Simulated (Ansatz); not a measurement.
# BH₄ (doublet): the correlation ladder, def2-QZVPP

The task here is to estimate one member of a computed series from the others.

Method: def2-QZVPP, core rule «outside noble gas», up to 1 orbitals frozen; program: Ansatz 0.2.0, Gaussian basis.

To be run: UHF; ROHF; CCSD(T) on UHF.

2 further runs of the same task are left out: 2 set aside as unsound or not needed.

**What is computed**

The geometry is a PBE0/def2-TZVP stationary point (not a proven minimum) of the parent state, kept for this charge and spin.

5 atoms, charge 0, spin multiplicity 2.

Atoms are counted from 1 here; the program's logs count them from 0.

Bond lengths: B1–H2 1.256 Å, B1–H3 1.256 Å, B1–H4 1.256 Å, B1–H5 1.256 Å. Angles: H2–B1–H3 65.3°, H2–B1–H4 135.2°, H2–B1–H5 135.2°, H3–B1–H4 135.2°, H3–B1–H5 135.2°, H4–B1–H5 65.3°.

Set-up of the first run:

The input, in.yaml:

```yaml
crystal:
  periodic: [false, false, false]
  atoms:
    - {symbol: B, position_ang: [0.000000, 0.000000, 0.000000]}
    - {symbol: H, position_ang: [0.472475, 0.486295, 1.057304]}
    - {symbol: H, position_ang: [-0.485791, -0.470884, 1.058245]}
    - {symbol: H, position_ang: [-0.471913, 0.471402, -1.064277]}
    - {symbol: H, position_ang: [0.485229, -0.486813, -1.051272]}
basis:
  gaussian: {orbitals: "def2-QZVPP.json"}
magnetization: {spin_polarized: true, initial_magnetization: 1}
hamiltonian: {xc: hf}
output: {orbitals: {seedname: orbitals}}
```

Command:

```console
$ ansatz run in.yaml --threads 1 --pin off --events-out ev --progress --plain --max-ram 2393MiB
```

Steps of the session up to this table: UHF; ROHF; CCSD(T) on UHF.

One of the session's tables, all rows but one given; the rest of the session is left out.

| method | from UCCSD(T) (kcal/mol) |
| --- | --- |
| ROHF | +113.44 |
| UHF | ? |
| UMP2 | +17.75 |
| UCCSD | +3.36 |
| UCCSD(T) | 0 |

**Question.** Estimate the row for UHF.

**Answer.** from UCCSD(T) (kcal/mol): +110.52. In the column «from UCCSD(T) (kcal/mol)» it lies between UMP2 (+17.75) and ROHF (+113.44).
